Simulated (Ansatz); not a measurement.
C$_{4}$H$_{7}$Cl (`C/C=C/CCl`), relaxed with RKS PBE-D4/def2-SVP in Ansatz 0.2.0 from a rough embedded geometry. The force threshold is 0.03 eV/Å; the program also tests the step.

Charge 0, multiplicity 1.

Start:

```xyz
12

C     1.769    0.610   -0.496
C     0.643    0.112    0.293
C    -0.556   -0.070   -0.237
C    -1.831   -0.482    0.545
Cl   -2.385   -2.045   -0.202
H     2.630   -0.149   -0.436
H     1.571    0.828   -1.513
H     2.195    1.543    0.008
H     0.826   -0.079    1.326
H    -0.737    0.208   -1.306
H    -1.539   -0.719    1.551
H    -2.586    0.242    0.466
```

Q: How much energy does the relaxation release, and in how many steps? (An estimate is asked.)

A: Ansatz gave: 8.67 kcal/mol, in 5 steps.

Q: Which bonds change most? (Estimate.)

A: The calculation gave: C3–C4 from 1.551 to 1.490 Å; C4–H12 from 1.049 to 1.108 Å; C1–H7 from 1.059 to 1.108 Å; C2–H9 from 1.066 to 1.107 Å.

Q: Give the relaxed structure. (Estimate.)

A: Ansatz gave: 
```xyz
12

C     1.835    0.622   -0.467
C     0.631    0.127    0.272
C    -0.600   -0.029   -0.256
C    -1.781   -0.505    0.516
Cl   -2.434   -2.068   -0.162
H     2.654   -0.129   -0.444
H     1.605    0.850   -1.527
H     2.247    1.541    0.003
H     0.779   -0.127    1.339
H    -0.775    0.204   -1.322
H    -1.533   -0.693    1.579
H    -2.627    0.209    0.468
```
